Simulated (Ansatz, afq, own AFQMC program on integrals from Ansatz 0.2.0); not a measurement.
**NH⁻, doublet in aug-cc-pVDZ, levels against full CI**

```xyz
2

N     0.0000    0.0000    0.0000
H     0.0000    0.0000    1.0366
```

Basis aug-cc-pVDZ. Only valence electrons are correlated. Integrals, coupled cluster, full CI and functionals: Ansatz 0.2.0; the random walks run on the same integrals in our own AFQMC program. The CISD trial takes its coefficients from CCSD amplitudes. Released means that phaseless walkers are propagated on without the constraint, phases kept. Free AFQMC starts from the CCSD state and is never constrained. Its projection time is finite, and what remains of the start isn't in its error. ± is one standard error of the sampling.

Determinant: UHF, the one that the program's search chose, which needn't be the lowest solution. The geometry is a PBE0/def2-TZVPD stationary point of this or a neighbouring charge and spin state.

Full CI on the same integrals is exact in this basis and with this determinant's frozen core.

Cautions: an unrestricted solution with more broken spin lies lower (443 meV, ⟨S²⟩ 1.77).

* T1 diagnostic: 0.0281
* weight of the determinant in the CISD state: 0.911
* ⟨S²⟩ of the determinant: 0.795
* size of the correlated space: 7 electrons in 31 orbitals

| level | correlation energy (eV) |
| --- | --- |
| MP2 | -4.5743 |
| CCSD | -4.9955 |
| CCSD(T) | -5.1681 |

Q: Estimate where AFQMC with the constraint released lies against CCSD(T) on the same integrals.

A: 0.81 ± 0.09 kcal/mol below CCSD(T).

Reference: full CI, correlation energy -5.205 eV. The released energy is read at 2.40 1/Eh (meV from the phaseless value at times in 1/Eh: -6 ± 3 at 0.24, -9 ± 3 at 0.51, -9 ± 3 at 0.99, -14 ± 4 at 1.62, -13 ± 4 at 2.40).

```
         level  E − E(reference) (kcal/mol)  share of correlation (%)
       CCSD(T)                         0.84                     99.30
         CCSDT                         0.33                     99.72
      CCSDT(Q)                        -0.04                    100.03
        CCSDTQ                         0.01                     99.99
   ph-AFQMC/HF                  0.40 ± 0.50                     99.67
 ph-AFQMC/CISD                  0.33 ± 0.09                     99.72
released AFQMC                  0.03 ± 0.09                     99.98
    free AFQMC                  0.06 ± 0.09                     99.95
```

CCSDT and higher add their correlation energy to the determinant of the CCSD(T) run, since their own runs factorise the integrals more tightly (a shift of under 2 meV). Free projections are given only where their last times agree within the noise and don't stop above the reference; a slow remainder of the start can still hide under it. Released energies are given only where the last usable release times agree within the noise; a slower fall can still hide under it.
